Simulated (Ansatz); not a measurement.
C3H6F2O, SMILES `CCC(O)(F)F`, relaxed with RKS PBE-D4/def2-SVP in Ansatz 0.2.0 from a rough embedded geometry. The force threshold is 0.03 eV/Å; the program also tests the step.

Charge 0, multiplicity 1.

Start:

```xyz
12

C     0.613    1.172    0.781
C     0.350   -0.246    0.560
C    -0.483   -0.477   -0.663
O    -0.799   -1.929   -0.870
F     0.102   -0.066   -1.779
F    -1.703    0.107   -0.607
H     1.142    1.631   -0.106
H    -0.353    1.772    0.867
H     1.245    1.375    1.612
H    -0.148   -0.658    1.428
H     1.320   -0.785    0.460
H    -1.287   -1.895   -1.685
```

Q: How much energy does the relaxation release, and in how many steps? (Estimate.)

A: Ansatz gave: 0.55 eV, in 5 steps, 1 of them rejected.

Q: Which bonds change most? (An estimate is asked.)

A: Ansatz gave: C3–O4 from 1.501 to 1.363 Å; C1–C2 from 1.459 to 1.526 Å; C3–F5 from 1.325 to 1.383 Å; C1–H9 from 1.063 to 1.107 Å.

Q: Give the relaxed structure. (Estimate.)

A: Computed: 
```xyz
12

C     0.622    1.225    0.762
C     0.341   -0.259    0.542
C    -0.509   -0.531   -0.685
O    -0.736   -1.866   -0.831
F     0.097   -0.024   -1.821
F    -1.710    0.152   -0.605
H     1.160    1.658   -0.104
H    -0.322    1.790    0.891
H     1.243    1.379    1.666
H    -0.192   -0.703    1.407
H     1.280   -0.835    0.416
H    -1.275   -1.985   -1.639
```
